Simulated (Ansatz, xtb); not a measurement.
**Ranking isomers of C4H7FO**

3 gas-phase structures of C4H7FO, from a drawn sample of its isomers (lower ones may exist). Each was relaxed with GFN2-xTB; where two conformers were screened, the lower at r2SCAN-D4/def2-SVP is listed:

A. `C=C(O)[C@@H](C)F`, a singlet
B. `C/C(O)=C(/C)F`, a singlet
C. `CC(=O)[C@@H](C)F`, a singlet

Q: Estimate their order in r2SCAN-D4/def2-SVP energy at these geometries, lowest first.

A: Calculated order at r2SCAN-D4/def2-SVP: C (0.0), B (53.5), A (57.0) kJ/mol. Less than 1 kcal/mol parts B and A, so the order within that pair means little.

Energies above the lowest of each column, in kJ/mol; the last columns are at B3LYP-D3(BJ)/def2-SVP geometries:

```
structure  GFN2-xTB  HF/STO-3G  r2SCAN-D4/def2-SVP  B3LYP-D3(BJ)/def2-SVP  CCSD(T)/def2-SVP + ΔMP2/def2-TZVPP
        C       0.0        0.0                 0.0                    0.0                                 0.0
        B      22.2       53.0                53.5                   54.7                                53.4
        A      36.0       79.0                57.0                   54.8                                46.7
```

Every level run on C puts it lowest or level with the lowest. CCSD(T)/def2-SVP + ΔMP2/def2-TZVPP orders those it was run on as C (0.0), A (46.7), B (53.4) kJ/mol. Flexible structures stand in one conformer each, not always the lowest. The ΔMP2 step shifts differences by up to 12.9 kJ/mol, which makes them less sure. ΔMP2 is the change of the MP2 energy from the smaller to the larger basis.

Programs: Ansatz 0.2.0, xtb 6.7.1.
